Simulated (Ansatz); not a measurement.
Energy landscape of H2Cl, doublet: collinear H-Cl-H surface. Scanned: H-Cl distance and Cl-H distance.

Cartesian coordinates as functions of the variables (Å; names that start with a are angles):
```
H  0  0  -r1
Cl  0  0  0
H  0  0  r2
```

Level of theory: unrestricted PBE/def2-SVP (Ansatz, a program for electronic structure).

Energy in kcal/mol above the lowest grid point; x is the H-Cl distance (Å), y the Cl-H distance (Å).

```
y \ x   1.09  1.16  1.29  1.38  1.52  1.65  1.79  1.94  2.15  2.32  2.71  3.08   3.71
-----  -----  ----  ----  ----  ----  ----  ----  ----  ----  ----  ----  ----  -----
3.71    22.4   8.5   0.0   2.1  11.9  24.2  38.1  52.6  70.7  81.9  94.4  99.1  102.0
3.16    22.5   8.5   0.0   2.1  11.8  24.0  37.9  52.2  70.0  80.6  92.5  97.0   99.7
2.66    23.2   9.1   0.5   2.4  11.9  23.8  37.3  51.1  67.3  76.5  87.1  91.1   93.4
2.30    25.2  11.0   1.9   3.5  12.4  23.5  36.0  48.3  61.5  68.4  76.3  79.2   80.9
2.11    27.5  13.0   3.5   4.7  12.8  23.0  34.2  44.6  54.9  59.8  65.0  66.7   67.4
1.96    30.3  15.6   5.5   6.1  13.1  22.0  31.4  39.5  46.8  50.0  53.0  53.9   54.4
1.74    36.9  21.5   9.5   8.6  12.7  18.3  23.7  27.8  30.7  31.7  32.6  32.9   33.2
1.64    41.2  25.2  11.9   9.9  12.0  15.6  18.9  21.1  22.3  22.7  22.9  23.0   23.2
1.52    48.0  31.1  15.7  12.0  11.2  12.1  12.9  13.1  12.7  12.4  11.9  11.8   11.9
1.37    61.0  42.4  23.5  17.2  12.2   9.8   7.9   6.1   4.1   3.1   1.9   1.7    1.7
1.26    76.5  56.3  34.3  25.8  17.9  13.3   9.7   6.7   3.8   2.4   0.9   0.5    0.5
1.16    98.6  76.8  51.8  41.4  31.1  24.8  19.9  16.1  12.5  10.8   9.0   8.6    8.5
1.09   121.6  98.6  71.6  59.9  48.0  40.7  35.1  30.8  26.9  25.0  23.0  22.5   22.4
```

Points that lie below all their neighbours on the grid: x = 1.29, y = 3.71 on the edge of the grid (0.0 kcal/mol); x = 3.71, y = 1.26 on the edge of the grid (0.5 kcal/mol). The lowest path on the grid from the first to the second passes x = 1.52, y = 1.52 at 11.2 kcal/mol.
